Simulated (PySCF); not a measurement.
Molecular orbitals of BH

r²SCAN at R = 1.241 Å; B def2-TZVPP, H def2-TZVPP; no relativity (PySCF 2.14). State: ¹Σ⁺ (singlet), closed shell. Only the outer orbitals are listed, counted within each symmetry.

| orbital | occ. | ε (eV) | on B (%) | main shells (%) |
| --- | --- | --- | --- | --- |
| 2σ | 2 | -12.32 | 60 | 50 B s, 39 H s, 9 B p |
| 3σ | 2 | -5.72 | 88 | 46 B p, 41 B s, 12 H s |
| 1π | 0 | -3.13 | 98 | 98 B p |
| 1π | 0 | -3.13 | 98 | 98 B p |
| 4σ | 0 | 2.40 | 72 | 65 B s, 31 H s, 9 B p |

Which are the highest filled and the lowest empty level, where do they sit, and how wide is the gap?

Highest filled 3σ at -5.72 eV (in %: 46 B p, 41 B s, 12 H s); lowest empty 1π at -3.13 eV (in %: 98 B p); the gap at r²SCAN is 2.59 eV.

The bond order (Mayer) is 0.93. The ⟨S²⟩ is 0.000, the charge on B (Mulliken, basis-dependent) is 0.05 and the charge on B (Löwdin, basis-dependent) is 0.08. The dipole moment (positive dipole means B(−)H(+)) is 1.59 D.
